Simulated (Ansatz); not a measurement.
# C₃H₄: basis-set convergence

How large a basis does C₃H₄ need? Two functionals and correlated methods are run in growing sets.

Program: Ansatz 0.2.0, Gaussian basis. Level of theory: one geometry, several basis sets. These are calculated values, not measurements.

The runs, in order: PBE0-D4/def2-SVP; ωB97M-V/def2-SVP; PBE0-D4/def2-QZVPP; ωB97M-V/def2-QZVPP; CCSD(T)/cc-pV(D+d)Z; CCSD(T)/cc-pV(T+d)Z; CCSD(T)/cc-pV(Q+d)Z; the functionals' def2-TZVPP values are taken from earlier runs.

## 1. The geometry

The geometry comes from an earlier relaxation with PBE0-D4 in a triple-zeta def2 set; it is a stationary point, not always the lowest conformer.

SMILES `C1=CC1`, 7 atoms, charge 0, spin multiplicity 1.

Atoms are counted from 1 here; the program's logs count them from 0.

Bond lengths: C1–C2 1.287 Å, C1–C3 1.498 Å, C1–H4 1.076 Å, C2–C3 1.498 Å, C2–H5 1.076 Å, C3–H6 1.091 Å, C3–H7 1.091 Å. Angles: C2–C1–C3 64.6°, C2–C1–H4 149.8°, C3–C1–H4 145.6°, C1–C2–C3 64.6°, C1–C2–H5 149.8°, C3–C2–H5 145.6°, C1–C3–C2 50.9°, C1–C3–H6 119.6°, C1–C3–H7 119.6°, C2–C3–H6 119.6°, C2–C3–H7 119.6°, H6–C3–H7 113.6°.

## 2. PBE0-D4 in def2-SVP

File in.yaml:

```yaml
crystal:
  periodic: [false, false, false]
  atoms:
    - {symbol: C, position_ang: [-0.743404, -0.258001, -0.383048]}
    - {symbol: C, position_ang: [0.223607, 0.549093, -0.647398]}
    - {symbol: C, position_ang: [0.350067, -0.206998, 0.639851]}
    - {symbol: H, position_ang: [-1.686474, -0.700493, -0.654018]}
    - {symbol: H, position_ang: [0.678838, 1.273567, -1.300467]}
    - {symbol: H, position_ang: [0.179644, 0.307208, 1.586304]}
    - {symbol: H, position_ang: [1.059020, -1.032376, 0.713074]}
basis:
  gaussian: {orbitals: def2-SVP}
hamiltonian: {xc: pbe0, dispersion: d4}
output: {orbitals: {seedname: orbitals}}
```

Run with:

```sh
ansatz run in.yaml --threads 4 --pin off --events-out ev --progress --plain --max-ram 10444MiB
```

The runs that follow: ωB97M-V in def2-SVP; PBE0-D4 in def2-QZVPP; ωB97M-V in def2-QZVPP; CCSD(T) in cc-pV(D+d)Z; CCSD(T) in cc-pV(T+d)Z; CCSD(T) in cc-pV(Q+d)Z.

Before running them: what should the planned runs give, taken together? Wanted: MP2 correlation recovered, cc-pV(D+d)Z; MP2 correlation recovered, cc-pV(T+d)Z; MP2 correlation recovered, cc-pV(Q+d)Z; CCSD(T) limit from def2 sets; PBE0-D4: double and triple zeta above quadruple; ωB97M-V: double and triple zeta above quadruple.

As calculated:

| quantity | value |
| --- | --- |
| MP2 correlation recovered, cc-pV(D+d)Z | 74.3 % |
| MP2 correlation recovered, cc-pV(T+d)Z | 90.4 % |
| MP2 correlation recovered, cc-pV(Q+d)Z | 96.0 % |
| CCSD(T) limit from def2 sets (earlier runs) less the limit of this series | -2 meV |
| PBE0-D4: double and triple zeta above quadruple | 3.60, 0.18 eV |
| ωB97M-V: double and triple zeta above quadruple | 3.78, 0.17 eV |

In words: For PBE0-D4 the step from double to triple zeta gains 3.43 eV and the next only 0.18 eV. Correlation climbs from 74 % (cc-pV(D+d)Z) to 96 % (cc-pV(Q+d)Z) of the limit; Hartree-Fock is 0.061 eV from its own by then. A limit from the def2 sets, made apart, differs by 2 meV, a least measure of the doubt on such a limit. Total energies overstate the basis error of differences, where much of it tends to cancel. The LUMO of ωB97M-V is positive and keeps falling with the basis (2.66 to 2.06 eV): an unbound level that the basis holds in place.
